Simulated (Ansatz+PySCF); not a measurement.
singlet C₂H₄: levels of theory in one basis

| atom | x (Å) | y (Å) | z (Å) |
| --- | --- | --- | --- |
| C | 0.0000 | 0.0000 | -0.6653 |
| C | 0.0000 | 0.0000 | 1.9959 |
| H | 0.0000 | -0.9311 | -1.2403 |
| H | 0.0000 | 0.9311 | -1.2403 |
| H | 0.0000 | -0.9311 | 2.5709 |
| H | 0.0000 | 0.9311 | 2.5709 |

Basis set: STO-3G (spherical functions). Left uncorrelated: 2 orbitals. Charge 0, multiplicity 1.

Computed with Ansatz (development build ahead of 0.2.0); each method stands on the lowest determinant of its kind that the runs found. NEVPT2 correlates all electrons. Active spaces start from the frontier orbitals, and the lowest solution found is given.

```
        method  E − E(RHF) (eV)  <S²> of the determinant
           RHF             0.00                     0.00
           UHF            -5.02                     1.95
       RHF-MP2            -1.87                        –
       UHF-MP2            -6.39                     1.95
      RHF-CCSD            -3.46                        –
   RHF-CCSD(T)            -3.50                        –
   UHF-CCSD(T)            -7.29                     1.95
  RHF-CCSDT(Q)            -3.53                        –
  UHF-CCSDT(Q)            -7.35                     1.95
   CASSCF(4,4)            -5.04                        –
SC-NEVPT2(4,4)            -6.57                        –
```

Question: What does full CI (lowest root of this spin) give on the same scale?

Answer: -7.41 eV.

At such a shape the full CI root can have another spatial symmetry than the determinants, so the rows needn't describe one state.

Question: Is a single determinant a sound starting point here?

Answer: It is doubtful. Unrestricted orbitals lower Hartree–Fock by 5.02 eV and <S²> is 1.95 where a pure state has 0.00, a sign of strong static correlation. The CASSCF(4,4) natural occupations are 1.41, 1.08, 0.92, 0.59.

Caution for RHF, RHF-MP2, RHF-CCSD, RHF-CCSD(T), RHF-CCSDT(Q): an unrestricted determinant lies well below. Caution for UHF, UHF-MP2, UHF-CCSD(T), UHF-CCSDT(Q): the unrestricted determinant is a mixture of spin states; the determinant breaks the point group. Caution for RHF-MP2, UHF-MP2, RHF-CCSD, RHF-CCSD(T), UHF-CCSD(T), RHF-CCSDT(Q), UHF-CCSDT(Q): bonds are stretched, where a single reference can fail. Caution for RHF-CCSD(T): the program finds a lower state of this spin. Caution for RHF-CCSD(T), RHF-CCSDT(Q): the program doubts this total.
